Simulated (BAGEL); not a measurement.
# SiNH4O (SMILES N[SiH]O): UHF/6-311+G(d,p) (density fitting with qzvpp-jkfit)

What is the vertical ionisation energy of SiNH4O at UHF/6-311+G** (density fitting with qzvpp-jkfit)? 

The results are computed with BAGEL 1.2.2.

3 further runs of the same task are left out: 2 that didn't finish, 1 set aside as unsound or not needed. Runs told in other sessions of the task aren't counted.

## Step 1: Starting point

SiNH4O has 7 atoms, charge 0, and is taken as a doublet. SMILES: `N[SiH]O`. Geometry: relaxed at PBE0-D4/def2-TZVP. This is one conformer, not always the lowest.

Bond lengths: N1–Si2 1.723 Å, Si2–O3 1.649 Å, N1–H4 1.008 Å, N1–H5 1.009 Å, Si2–H6 1.500 Å, O3–H7 0.961 Å. Angles: N1–Si2–O3 109.4°, N1–Si2–H6 104.3°, O3–Si2–H6 112.7°, Si2–N1–H4 120.5°, Si2–N1–H5 118.7°, Si2–O3–H7 115.8°, H4–N1–H5 110.8°.

## Step 2: A single-point energy at UHF/6-311+G(d,p) (density fitting with qzvpp-jkfit)

Contents of calc.json:

```json
{ "bagel" : [

{
  "title" : "molecule",
  "basis" : "6-311+gss.json",
  "df_basis" : "qzvpp-jkfit",
  "angstrom" : "true",
  "geometry" : [
    { "atom" : "N", "xyz" : [      -0.694900,       0.548300,      -0.575200 ] },
    { "atom" : "Si", "xyz" : [       0.293100,       0.159000,       0.781300 ] },
    { "atom" : "O", "xyz" : [       1.622900,      -0.672400,       0.270300 ] },
    { "atom" : "H", "xyz" : [      -0.355900,       1.168100,      -1.294800 ] },
    { "atom" : "H", "xyz" : [      -1.685800,       0.673200,      -0.432900 ] },
    { "atom" : "H", "xyz" : [      -0.599100,      -0.661900,       1.664700 ] },
    { "atom" : "H", "xyz" : [       1.480900,      -1.282400,      -0.459000 ] }
  ]
},

{
  "title" : "uhf",
  "nopen" : 1
},

{
  "title" : "print",
  "file" : "orbitals.molden",
  "orbitals" : "true"
}

]}
```

The basis set 6-311+G** is read from a file made from the Basis Set Exchange's data (not shown).

On the command line:

```
$ BAGEL_NUM_THREADS=1 BAGEL calc.json > calc.out
```

Log:

```text
* using 1 threads per process

  ===============================================================
  ===============================================================

  *** Geometry ***

  { "atom" : "N", "xyz" : [     -1.313171,      1.036137,     -1.086970 ] },
  { "atom" : "Si", "xyz" : [      0.553879,      0.300466,      1.476443 ] },
  { "atom" : "O", "xyz" : [      3.066837,     -1.270652,      0.510793 ] },
  { "atom" : "H", "xyz" : [     -0.672554,      2.207389,     -2.446817 ] },
  { "atom" : "H", "xyz" : [     -3.185700,      1.272164,     -0.818062 ] },
  { "atom" : "H", "xyz" : [     -1.132135,     -1.250810,      3.145827 ] },
  { "atom" : "H", "xyz" : [      2.798495,     -2.423385,     -0.867384 ] },

  Number of auxiliary basis functions:      354

  Since a DF basis is specified, we compute 2- and 3-index integrals:
    o Being stored without compression. Storage requirement is 0.027 GB

  Number of basis functions:       98
  Number of electrons      :       33

    * METHOD: MOLECULE                             0.11

  *** Open-shell HF ***

  === Nuclear Repulsion ===
   111.0336687933

      * DIIS with orbital gradients will be used.

  === UHF iteration (6-311+gss.json) ===
      0       -420.17238447          0.07906239           0.06
      1       -420.44244912          0.05648761           0.06
      2       -420.56376429          0.03712421           0.06
      3       -420.64984556          0.00172937           0.06
      4       -420.65090204          0.00080838           0.06
      5       -420.65108582          0.00035643           0.06
      6       -420.65115302          0.00011853           0.06
      7       -420.65116977          0.00003773           0.06
      8       -420.65117234          0.00001309           0.06
      9       -420.65117277          0.00000624           0.06
     10       -420.65117289          0.00000332           0.06
     11       -420.65117292          0.00000123           0.06
     12       -420.65117292          0.00000073           0.06
     13       -420.65117292          0.00000030           0.06
     14       -420.65117292          0.00000013           0.06
     15       -420.65117292          0.00000006           0.06
     16       -420.65117292          0.00000003           0.06
     17       -420.65117292          0.00000001           0.06
     18       -420.65117292          0.00000001           0.06
    * SCF iteration converged.

    * S^2 (UHF) is 0.7538

    * Permanent dipole moment:
           (    0.672615,    -0.245394,     0.538973) a.u.

    * METHOD: UHF                                  1.29

    * METHOD: PRINT                                0.02

  ===============================================================
```

Run time: 1.6 s. Hardware: 1 thread of Arm Neoverse V2, shared host.

## Step 3: The singlet cation

Contents of calc.json:

```json
{ "bagel": [

{
  "title": "molecule",
  "basis": "6-311+gss.json",
  "df_basis": "qzvpp-jkfit",
  "angstrom": "true",
  "geometry": [
    { "atom": "N", "xyz": [   -0.694900,    0.548300,   -0.575200 ] },
    { "atom": "Si", "xyz": [    0.293100,    0.159000,    0.781300 ] },
    { "atom": "O", "xyz": [    1.622900,   -0.672400,    0.270300 ] },
    { "atom": "H", "xyz": [   -0.355900,    1.168100,   -1.294800 ] },
    { "atom": "H", "xyz": [   -1.685800,    0.673200,   -0.432900 ] },
    { "atom": "H", "xyz": [   -0.599100,   -0.661900,    1.664700 ] },
    { "atom": "H", "xyz": [    1.480900,   -1.282400,   -0.459000 ] }
  ]
},
{
  "title": "hf",
  "charge": 1
},
{
  "title": "print",
  "file": "orbitals.molden",
  "orbitals": "true"
}

]}
```

The basis set 6-311+G** is read from a file made from the Basis Set Exchange's data (not shown).

On the command line:

```
$ BAGEL_NUM_THREADS=1 BAGEL calc.json > calc.out
```

Log:

```text
* using 1 threads per process

  ===============================================================
  ===============================================================

  *** Geometry ***

  { "atom" : "N", "xyz" : [     -1.313171,      1.036137,     -1.086970 ] },
  { "atom" : "Si", "xyz" : [      0.553879,      0.300466,      1.476443 ] },
  { "atom" : "O", "xyz" : [      3.066837,     -1.270652,      0.510793 ] },
  { "atom" : "H", "xyz" : [     -0.672554,      2.207389,     -2.446817 ] },
  { "atom" : "H", "xyz" : [     -3.185700,      1.272164,     -0.818062 ] },
  { "atom" : "H", "xyz" : [     -1.132135,     -1.250810,      3.145827 ] },
  { "atom" : "H", "xyz" : [      2.798495,     -2.423385,     -0.867384 ] },

  Number of auxiliary basis functions:      354

  Since a DF basis is specified, we compute 2- and 3-index integrals:
    o Being stored without compression. Storage requirement is 0.027 GB

  Number of basis functions:       98
  Number of electrons      :       33

    * METHOD: MOLECULE                             0.11

  *** RHF ***

  === Nuclear Repulsion ===
   111.0336687933

      * DIIS with orbital gradients will be used.

  === RHF iteration (6-311+gss.json) ===
      0       -419.94159548          0.03823399           0.03
      1       -420.16611074          0.02861249           0.03
      2       -420.36453654          0.00196784           0.03
      3       -420.36687700          0.00048020           0.03
      4       -420.36701213          0.00016550           0.03
      5       -420.36703368          0.00008885           0.03
      6       -420.36703860          0.00003332           0.03
      7       -420.36703996          0.00001132           0.03
      8       -420.36704011          0.00000452           0.03
      9       -420.36704012          0.00000218           0.03
     10       -420.36704012          0.00000057           0.03
     11       -420.36704012          0.00000029           0.03
     12       -420.36704012          0.00000012           0.03
     13       -420.36704012          0.00000005           0.03
     14       -420.36704012          0.00000001           0.03
     15       -420.36704012          0.00000001           0.03
    * SCF iteration converged.

    * Permanent dipole moment:
           (    0.888152,    -0.831026,    -0.292428) a.u.

    * METHOD: HF                                   0.58

    * METHOD: PRINT                                0.02

  ===============================================================
```

Run time: 0.84 s. Hardware: 1 thread of Arm Neoverse V2, shared host.

## Step 4: Outcome

Level: UHF/6-311+G** (density fitting with qzvpp-jkfit).

```
                                          quantity          value
                      doublet SiNH4O: total energy  -420.65117 Eh
                     doublet SiNH4O: dipole moment         2.28 D
                              doublet SiNH4O: ⟨S²⟩          0.754
                      singlet cation: total energy  -420.36704 Eh
                       singlet cation: HOMO energy      -18.09 eV
                       singlet cation: LUMO energy       -6.82 eV
                     singlet cation: HOMO–LUMO gap       11.26 eV
vertical ionisation energy (to the singlet cation)       7.732 eV
```

In words: The vertical ionisation energy comes to 7.73 eV (178 kcal/mol).
